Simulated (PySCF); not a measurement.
Atoms are numbered as in `[O:1]=[C:2]([OH:3])[CH2:4][C:5](=[O:6])[OH:7]`. Hydrogens are named by the atom that carries them.

Gas phase, single conformer, one averaged value for each set of equivalent atoms, non-relativistic. NMR shieldings at PBE0/pcSseg-1/GIAO; coordinates at the GFN2-xTB level; PySCF 2.14.

δ = σ(ref) − σ, references computed at the same level: ¹³C (186.93 ppm) and ¹H (31.72 ppm) against TMS; ¹⁷O (336.08 ppm) vs H2O.

| atoms | nucleus | count | δ (ppm) |
| --- | --- | --- | --- |
| H(C4) | ¹H | 2 | ? |
| C4 | ¹³C | 1 | 43.5 |
| O3/O7 | ¹⁷O | 2 | ? |
| H(O3)/H(O7) | ¹H | 2 | 6.28 |
| O1/O6 | ¹⁷O | 2 | 441.1 |
| C2/C5 | ¹³C | 2 | 170.7 |

Fill in the missing shifts.

## Answers


- H(C4): 3.45 ppm, hydrogen on an sp3 CH2 α to a carbonyl
- O3/O7: 220.4 ppm, acid hydroxyl oxygen

OH/NH shifts are gas-phase values; hydrogen bonding in solution moves them, usually downfield. Shifts are as computed. Against solution values, carbons near 30 ppm lie about +3 ppm off and those near 130 ppm about +5 ppm. Of 246 compounds with measured shifts, 49 miss one by over three times the rms of a fit or turn the order of signals round; such compounds aren't used in these exercises. In solution the two oxygens of a carboxylic acid exchange roles by proton transfer and give one 17O line. Hydrogen bonding in solution shields acid and N–H amide carbonyl oxygens by tens of ppm. The C=O carbon of an acid or of an amide with N–H lies up to 10 ppm further downfield in solution, through hydrogen bonding that the calculation lacks. Unscaled 17O shifts of doubly bonded oxygen tend to come out too high, by tens of ppm or more. Experimental scales use liquid or dissolved standards, which lie at an offset from isolated H2O (liquid H2O: subtract about 36 ppm).
